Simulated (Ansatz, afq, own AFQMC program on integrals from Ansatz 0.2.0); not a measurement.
**Where AFQMC and coupled cluster stand for CH$_{5}$, doublet**

```yaml
atoms:
  - { symbol: H, position_ang: [-2.1501, 0.0000, 0.0000] }
  - { symbol: H, position_ang: [-1.2501, 0.0000, 0.0000] }
  - { symbol: C, position_ang: [0.2279, 0.0000, 0.0000] }
  - { symbol: H, position_ang: [0.2279, -1.0800, 0.0000] }
  - { symbol: H, position_ang: [0.2279, 0.5400, 0.9353] }
  - { symbol: H, position_ang: [0.2279, 0.5400, -0.9353] }
```

Basis cc-pVTZ. Only valence electrons are correlated. Integrals, coupled cluster, full CI and functionals: Ansatz 0.2.0; the random walks run on the same integrals in our own AFQMC program. The CISD trial takes its coefficients from CCSD amplitudes. Released means that phaseless walkers are propagated on without the constraint, phases kept. Uncertainties: one standard error, sampling alone.

Determinant: UHF, the one that the program's search chose, which needn't be the lowest solution. The geometry is a point of a scan.

No full CI on the walks' own integrals is used here; CCSDT(Q) serves as the reference and is uncertain by about the last step of the cluster series.

The T1 diagnostic is 0.0162, the weight of the determinant in the CISD state is 0.910 and the ⟨S²⟩ of the determinant is 0.790. The size of the correlated space is 9 electrons in 99 orbitals.

| level | correlation energy (eV) |
| --- | --- |
| MP2 | -5.5238 |
| CCSD | -6.2932 |
| CCSD(T) | -6.4737 |

Q: Estimate where phaseless AFQMC with a CISD trial lies against CCSD(T) on the same integrals.

A: 22.3 ± 4.2 meV below CCSD(T).

Reference: CCSDT(Q), correlation energy -6.497 eV. The released energy is read at 2.40 1/Eh (meV from the phaseless value at times in 1/Eh: -3 ± 4 at 0.24, -3.9 ± 2.4 at 0.51, -8 ± 3 at 0.99, 3 ± 5 at 1.62, 2 ± 6 at 2.40).

```tsv
level	E − E(reference) (meV)	share of correlation (%)
CCSD(T)	23.6	99.64
CCSDT	5.3	99.92
ph-AFQMC/CISD	1.3 ± 4.2	99.98
released AFQMC	3.5 ± 6.0	99.95
```

A walk keeps the symmetry of its determinant, which the program's search chose and which needn't be the lowest solution, so a lower state of the same spin and another symmetry isn't excluded. Released energies are given only where the last usable release times agree within the noise; a slower fall can still hide under it.
